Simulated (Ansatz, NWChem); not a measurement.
# Worked example: the enthalpy of formation of C2H6S2 (dimethyl disulfide)

C2H6S2: 10 atoms, total charge 0, spin state singlet. SMILES: `CSSC`. The coordinates come from a PBE0-D4/def2-TZVP relaxation. This is one conformer, not always the lowest.

Total energies at B2PLYP/cc-pVDZ, 12 core orbitals frozen (NWChem 7.3.0); the atoms run unrestricted:

```tsv
species	state	energy (Eh)
C2H6S2	singlet	-875.827977
C	triplet	-37.815961
S	triplet	-397.974041
H	doublet	-0.497925
```

Harmonic wavenumbers at PBE0-D4/def2-TZVP, in cm⁻¹: 105, 147, 157, 237, 268, 531, 715, 718, 959, 964, 971, 971, 1332, 1339, 1447, 1453, 1466, 1470, 3054, 3056, 3145, 3145, 3161, 3161.

Measured heats of formation of the gaseous atoms at 298.15 K, in kJ/mol: C 716.9, S 277.0, H 218.0. Spin-orbit lowering of the atoms at 298 K (mean of the ground term's levels less their thermal mean, from spectra), in kJ/mol: C 0.02, S 1.88. Take 1 Eh = 2625.50 kJ/mol, 1 cm⁻¹ = 0.0119627 kJ/mol, RT = 2.479 kJ/mol.

Problem. What heat of formation follows?

Solution. 
1. Electronic atomisation energy: 2 × (-37.815961) + 2 × (-397.974041) + 6 × (-0.497925) − (-875.827977) = 1.260423 Eh = 3309.2 kJ/mol.
2. Zero-point energy: half the sum of the wavenumbers, 16986 cm⁻¹ = 203.2 kJ/mol.
3. Thermal vibrational enthalpy, Σ hcν̃/(exp(hcν̃/kT) − 1): 9.4 kJ/mol. Translation, rotation and pV of a non-linear molecule: 4 RT = 9.9 kJ/mol.
4. The 10 free atoms carry 5/2 RT each: 62.0 kJ/mol.
5. Spin-orbit coupling lowers the free atoms by 2 × 0.02 + 2 × 1.88 = 3.8 kJ/mol.
6. Atomisation enthalpy at 298 K: 3309.2 − 3.8 − 203.2 − 9.4 − 9.9 + 62.0 = 3144.9 kJ/mol.
7. Sum of the atoms' heats of formation: 3295.8 kJ/mol. Heat of formation: 3295.8 − 3144.9 = +150.9 kJ/mol.

The tabulated value is -24.7 kJ/mol (CRC Handbook of Chemistry and Physics), so this level is off by +175.6 kJ/mol, or 5.3 % of the atomisation enthalpy. A double-zeta basis underbinds. Anharmonicity and any spin-orbit splitting of the molecule are left out, and so is core correlation.
